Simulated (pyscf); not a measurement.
H₃C–CH₂–O–SiH₃ + H• -> H₃C–CH₃ + •O–SiH₃, a substitution at C (doublet surface; C–O broken, C–H formed). Optimised with ωB97X-D3(BJ)/def2-SVP in PySCF. Energies in kcal/mol from the separated reactants.

AM1 to PM7: differences of heats of formation from MOPAC, which are fitted to 298 K values and so differ in kind from electronic energies by zero-point and thermal terms. Open shells are spin-unrestricted. 

Question: In single points PM3 puts the saddle at 25.7 kcal/mol and the reaction energy at -16.8 kcal/mol. Should these be trusted to within a few kcal/mol? Compare with ωB97M-D3(BJ)/def2-TZVP.

Answer: ωB97M-D3(BJ)/def2-TZVP gives ΔE‡ = 33.8 kcal/mol and ΔE = -9.6 kcal/mol. PM3 lies 8.1 kcal/mol under it in the barrier and 7.2 kcal/mol under it in the reaction energy, so on this step it does not hold to within 3.0 kcal/mol. ωB97M-D3(BJ)/def2-TZVP has limits of its own. The same reactants have a lower exit, to H₃C–CH₂–O–SiH₂• + H₂ (barrier +4.3 kcal/mol at ωB97M-D3(BJ)/def2-TZVP, against +33.8 kcal/mol here). H₃C–CH₂–O–SiH₃ lies 18.1 kcal/mol over its isomer H₃C–CH₂–SiH₂–OH (electronic energy, ωB97M-D3(BJ)/def2-TZVP). •O–SiH₃ lies 24.9 kcal/mol over its isomer HO–SiH₂• (electronic energy, ωB97M-D3(BJ)/def2-TZVP). This is the saddle that the search found; another between the same sides may lie lower. The angle at the attacked C is 167°.
